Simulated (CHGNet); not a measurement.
## fcc Ir

All values below come from the machine-learned potential CHGNet-r²SCAN (trained on r²SCAN data).

Cell (relaxed at this level):

```
CELL_PARAMETERS angstrom
      0.00000     1.92672     1.92672
      1.92672     0.00000     1.92672
      1.92672     1.92672     0.00000
ATOMIC_POSITIONS crystal
  Ir 0.00000 0.00000 0.00000
```

```
Item                                Result
---------------------------  -------------
lattice constant a                 3.853 Å
equilibrium volume per atom  14.30 Å³/atom
```

Measured, for comparison: lattice constant a 3.831 Å, equilibrium volume per atom 14.06 Å³/atom (static lattice: zero-point anharmonic expansion removed; as tabulated in Mejia-Rodriguez and Trickey (2018), arXiv:1807.09216). Computed (rounded) less measured: lattice constant a +0.6 %, equilibrium volume per atom +1.7 %.

A machine-learned potential is trained on density-functional data: it inherits that level's misses and adds fitting errors of its own.
